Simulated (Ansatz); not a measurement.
For body-centred tetragonal In, PBE-D4 in Ansatz (plane waves, PAW) gives:

```
Property                               Value
------------------------------  ------------
equilibrium lattice constant a       3.247 Å
c axis length                        4.947 Å
bulk modulus B0                     41.9 GPa
cohesive energy                 2.67 eV/atom
```

### Question
What does r²SCAN+rVV10 (plane waves, PAW; Ansatz, an electronic-structure program) give for the same quantities?

### Answer

- lattice constant a: 3.223 Å (drops by 0.7 %)
- lattice parameter c: 4.943 Å (drops by 0.1 %)
- bulk modulus: 46.0 GPa (grows by 9.8 %)
- cohesive energy: 2.65 eV/atom (is nearly the same)

For comparison: lattice constant a 3.252 Å (measured, 293 K, not corrected to a static lattice; as tabulated in Wikipedia's data pages); lattice parameter c 4.947 Å (measured, 293 K, not corrected to a static lattice; as tabulated in Wikipedia's data pages); bulk modulus 44.7 GPa (measured, copied from a table, unchecked, extrapolated to 0 K and zero-point effects removed; as tabulated in Lejaeghere et al. (2013), arXiv:1204.2733).

Changes are worked out from the printed values.

Unless a cell is named, each level is at its own relaxed cell (PBE-D4 26.07, r²SCAN+rVV10 25.67 Å³/atom).

Levels without +SOC leave out spin–orbit coupling, which shifts energies and cells of such heavy elements.

Ansatz's density-functional and Hartree–Fock values are scalar-relativistic unless marked +SOC, with PAW data made under PBE.
